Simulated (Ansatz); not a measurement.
**Worked example: the barrier**

An elementary step of CH$_{3}$S, doublet (CH₃S ([CH3][S]) → CH₃S ([CH2][SH]); bonds formed: H1–S3; bonds broken: H1–C2). “Start” is the structure reached by relaxing down from the saddle towards the reactants; PBE0-D4/def2-TZVP structures. The saddle:

| atom | x (Å) | y (Å) | z (Å) |
| --- | --- | --- | --- |
| H1 | -1.0606 | -0.3021 | -0.2326 |
| C2 | 0.3073 | 0.2290 | -0.0183 |
| S3 | -0.3969 | -1.2649 | 0.6105 |
| H4 | 0.8735 | 0.2079 | -0.9412 |
| H5 | 0.2765 | 1.1301 | 0.5816 |

Computed with Ansatz 0.2.0 (basis: def2-TZVPP and def2-QZVPP); correlated methods freeze the cores; orbitals are unrestricted.

Energies in eV:

| quantity | saddle | start |
| --- | --- | --- |
| Hartree–Fock, triple zeta (X = 3) | -11893.15942 | -11895.37630 |
| Hartree–Fock, quadruple zeta (X = 4) | -11893.52537 | -11895.74084 |
| MP2 correlation, X = 3 | -9.26498 | -8.84803 |
| MP2 correlation, X = 4 | -9.97186 | -9.53490 |
| CCSD(T) correlation, X = 3 | -10.61445 | -10.17687 |

**Question.** Work out the barrier at the basis limit: extrapolate Hartree–Fock as E(X) = E∞ + A exp(−7.88 √X) and the MP2 correlation as E(X) = E∞ + B X^−2.97 (the exponents that Neese and Valeev fitted for def2-TZVPP and QZVPP), then add CCSD(T) − MP2 in triple zeta.

**Answer.** Each step is linear, so take the differences first (saddle − start): Hartree–Fock 2.21688 (X = 3) and 2.21547 (X = 4); MP2 correlation -0.41695 and -0.43696; CCSD(T) correlation -0.43758.
Two points give E∞ = E(4) + w [E(4) − E(3)], with w = 1/(exp(7.88 (2 − √3)) − 1) = 0.1377 for Hartree–Fock and w = 1/((4/3)^2.97 − 1) = 0.7407 for the correlation.
Hartree–Fock: 2.21547 + 0.1377 × (-0.00141) = 2.2153 eV.
MP2 correlation: -0.43696 + 0.7407 × (-0.02001) = -0.4518 eV.
CCSD(T) − MP2: -0.43758 − (-0.41695) = -0.0206 eV.
Sum: 2.2153 + (-0.4518) + (-0.0206) = 1.7429 eV, or 40.19 kcal/mol. Plain CCSD(T) in triple zeta gives 1.7793 eV, so the larger basis shifts the result by -0.0364 eV.

T1 diagnostic: at most 0.020. ⟨S²⟩ of the unrestricted Hartree–Fock references: 0.76 to 0.81 (a pure state has 0.75). The unrestricted reference is spin-contaminated, which hurts MP2 most.

Labels in which every atom is bracketed show which atoms are joined, not bond orders.

For scale, one of the runs: CCSD(T)/def2-TZVPP, 115 basis functions, launched by `ansatz run in.yaml --threads 2 --pin off --events-out ev --progress --plain --max-ram 4352MiB`. Time: 12 s of wall clock on 2 CPU threads of an Arm Neoverse V1; the host was shared. Peak host memory: 0.89 GiB.
